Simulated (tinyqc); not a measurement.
Stretching all distances: RHF, UHF, MP2, CISD and CCSD against full CI in the sto-3g basis, for H2O, spin multiplicity 1. Computed by the program tinyqc with PySCF. All coordinates are multiplied by the scale. c0^2 is the weight of the RHF determinant in the lowest singlet FCI state (UHF is spin-contaminated and may lie near states of higher spin) and n(LUMO) the first natural occupation beyond the occupied space.

Geometry (angstrom):
```
atom       x        y       z
O     0.0000   0.0000  0.0000
H     0.0000   0.7660  0.4930
H     0.0000  -0.7660  0.4930
```

Full CI energy (hartree) and errors against it (kcal/mol):
```
scale   distance 1-2 (angstrom)      E(FCI)       RHF      UHF      MP2     CISD     CCSD  <S^2> UHF    c0^2  n(LUMO)
0.9700                   0.8836  -74.970639   24.8290  24.8290   6.7489   0.2668   0.0657     0.0000  0.9814   0.0192
1.2000                   1.0931  -75.003232   42.9098  42.9098  13.5376   1.0535   0.1646     0.0000  0.9531   0.0502
1.4400                   1.3117  -74.934704   72.5478  68.1418  25.2936   3.9041   0.4227     0.4639  0.8889   0.1241
1.6700                   1.5213  -74.859907  111.7222  54.6232  40.5673  10.6246   0.6168     1.3170  0.7845   0.2493
1.9000                   1.7308  -74.802312  160.0311  31.0744  57.8623  22.4319  -0.9392     1.6906  0.6428   0.4233
2.1400                   1.9494  -74.766478  215.4119  14.0130  80.1640  39.5761  -6.2392     1.8667  0.4631   0.6177
```

What does the comparison show, and why?

UHF parts from RHF first at scale 1.44 of those listed, where <S^2> leaves zero. The weight c0^2 goes from 0.98 to 0.46 and n(LUMO) from 0.02 to 0.62: static correlation grows as the bonds break into open-shell fragments. The spread of the error along the curve, which distorts its shape, is CCSD 6.9, CISD 39.3, UHF 54.1, MP2 73.4, RHF 190.6 kcal/mol. Below FCI somewhere: CCSD, as non-variational methods may be.
